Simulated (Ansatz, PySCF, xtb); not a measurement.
Homolysis of single bonds, series Al Cl-Br. Gas-phase values, no solvent. Strings in code marks are SMILES.

Quantity: homolytic bond dissociation enthalpy at 298 K (no spin–orbit term), in eV. Thermal and zero-point terms are GFN2-xTB rigid-rotor harmonic values (xtb).

Level 1: TPSSh-D3(BJ)/def2-TZVP (PySCF)
Level 2: B3LYP/3-21G // TPSSh-D3(BJ)/def2-TZVP (PySCF)
Level 3: PBE/6-31G* // TPSSh-D3(BJ)/def2-TZVP (PySCF)
Level 4: HF/cc-pVTZ // TPSSh-D3(BJ)/def2-TZVP (Ansatz, an electronic-structure program)

```csv
species,level 1,level 2,level 3,level 4
"Cl–Al bond of `[Cl][Al]([Cl])[Cl]`, giving `[Cl]` and `[Cl][Al][Cl]`",4.87,4.08,4.73,3.84
"Al–Br bond of `[Cl][Al]([Cl])[Br]`, giving `[Br]` and `[Cl][Al][Cl]`",4.34,3.67,4.22,3.33
"Cl–Al bond of `[Cl][Al]([Cl])[Br]`, giving `[Cl]` and `[Cl][Al][Br]`",4.84,4.10,4.70,3.81
"Al–Br bond of `[Cl][Al]([Br])[Br]`, giving `[Br]` and `[Cl][Al][Br]`",4.30,3.68,4.18,3.30
"Cl–Al bond of `[Cl][Al]([Br])[Br]`, giving `[Br][Al][Br]` and `[Cl]`",4.80,4.12,4.66,3.78
```
